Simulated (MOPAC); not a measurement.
MOPAC input (AM1):

```
AM1 PRECISE GNORM=0.05 LET XYZ UHF MS=0.5 GEO-OK AUX(PRECISION=9) THREADS=1
CH5Si

C    -0.00973717 1    0.14109779 1   -1.26067338 1
Si    0.00458397 1   -0.06712142 1    0.56953855 1
H    -0.92502358 1    0.27576638 1   -1.82585964 1
H     0.89715728 1    0.17658197 1   -1.85330504 1
H    -0.01250272 1    1.24978383 1    1.26161923 1
H    -1.19315147 1   -0.82096845 1    1.01280927 1
H     1.22776798 1   -0.78805063 1    0.99523664 1
```

Q: What heat of formation does the run end on?

A: 21.73 kcal/mol.
